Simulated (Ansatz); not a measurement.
Reaction (SMILES): CS (CH3-SH) → CH4S+ (doublet, bonded as CS) + e-
B3LYP-D3(BJ)/def2-TZVP geometries, fixed; electronic energies without zero-point terms.

Basis-set convergence of the adiabatic ionisation energy at wB97M-V with Ansatz (a first-principles code). Cartesian d functions, on some or all atoms, in 6-31G*; all else is spherical. The program fits the integrals of some runs and decomposes those of others, by size. Open shells are unrestricted. The functional holds VV10 correlation; no added dispersion term, no relativity. Functions are those of the species that has most. Reference: the value in aug-pcseg-3, 9.389 eV, itself unsure by roughly 0.003 eV (its mean distance from aug-cc-pV(Q+d)Z, cc-pV(5+d)Z, def2-QZVPPD). Deviations are taken from unrounded values.

| basis | functions | adiabatic ionisation energy (eV) | minus reference (eV) |
|---|---|---|---|
| STO-3G | 18 | 7.152 | -2.238 |
| pcseg-0 | 30 | 9.777 | 0.388 |
| 6-31G* | 42 | 9.379 | -0.011 |
| def2-SVP | 52 | 9.361 | -0.029 |
| pcseg-1 | 52 | 9.458 | 0.069 |
| cc-pV(D+d)Z | 57 | 9.329 | -0.060 |
| def2-SVPD | 79 | 9.464 | 0.074 |
| def2-TZVP | 92 | 9.369 | -0.020 |
| 6-311++G(2d,2p) | 102 | 9.389 | -0.001 |
| def2-TZVPD | 119 | 9.388 | -0.002 |
| def2-TZVPP | 129 | 9.371 | -0.018 |
| def2-TZVPPD | 156 | 9.388 | -0.002 |
| aug-cc-pV(T+d)Z | 193 | 9.389 | -0.001 |
| cc-pV(Q+d)Z | 239 | 9.387 | -0.002 |
| def2-QZVPP | 247 | 9.389 | 0.000 |
| pcseg-3 | 256 | 9.388 | -0.001 |
| def2-QZVPPD | 274 | 9.393 | 0.004 |
| aug-pcseg-3 | 370 | 9.389 | 0.000 |

The smallest set listed that lies within 0.1 eV of the reference with all its larger relatives (same family, alike in diffuse functions; a set with none counts only in the reference's own line) is 6-31G* (42 functions, -0.011 eV off). (Relatives not listed, tested too: 6-31G** -0.012, 6-311G** 0.046, pcseg-2 0.007, cc-pV(T+d)Z -0.021, 6-311++G(3df,3pd) 0.007, def2-QZVP 0.000, aug-cc-pV(Q+d)Z 0.005, cc-pV(5+d)Z -0.001 eV.)
